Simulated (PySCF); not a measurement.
Gas-phase reaction: 4 HSiNH2 + N2 = 2 SiH2(NH2)2 + 2 SiN

Energies from PySCF (xtb for GFN2), thermal terms from the rigid-rotor harmonic-oscillator model, ideal gas at 1 bar. † marks an energy on the PBE0/def2-TZVP geometry and frequencies; other levels use their own. Open shells (unrestricted): SiN (multiplicity 2); the rest are closed-shell singlets. GFN2 has no spin-polarisation term. B3LYP is the form with VWN-RPA correlation. No R ln 2 is added for the mirror-image form of SiH2(NH2)2. HSiNH2, SiH2(NH2)2: computed as isolated molecules; such fragments, hydroxides, amides, oligomers or adducts are transient or little studied in the gas. The harmonic model lacks anharmonicity and excited electronic states, which grow with temperature; levels with a mode under 35 cm⁻¹ are left out. Internal rotation in HSiNH2, SiH2(NH2)2 is treated as a harmonic vibration of one conformer, which makes the entropy rough.

```
level               ΔE electronic, kJ  ΔH°(298 K), kJ  ΔS°(298 K), J/K  ΔG°(1600 K), kJ
------------------  -----------------  --------------  ---------------  ---------------
B3LYP/def2-TZVP†                  232             241             -160              473
BLYP/def2-TZVP†                   226             235             -160              467
GFN2-xTB                         -268            -246             -180               33
M06-2X/def2-TZVP†                 239             248             -160              480
PBE/def2-TZVP†                    213             222             -160              454
PBE0/def2-QZVP†                   211             220             -160              452
PBE0/def2-SVP†                    273             282             -160              514
PBE0/def2-TZVP                    221             230             -160              462
r2SCAN/def2-TZVP†                 160             169             -160              401
LDA/def2-TZVP†                    190             199             -160              431
ωB97M-V/def2-TZVP†                259             268             -160              500
```
ΔH° is lowest at GFN2-xTB and highest at PBE0/def2-SVP†. No reference value is set beside these.
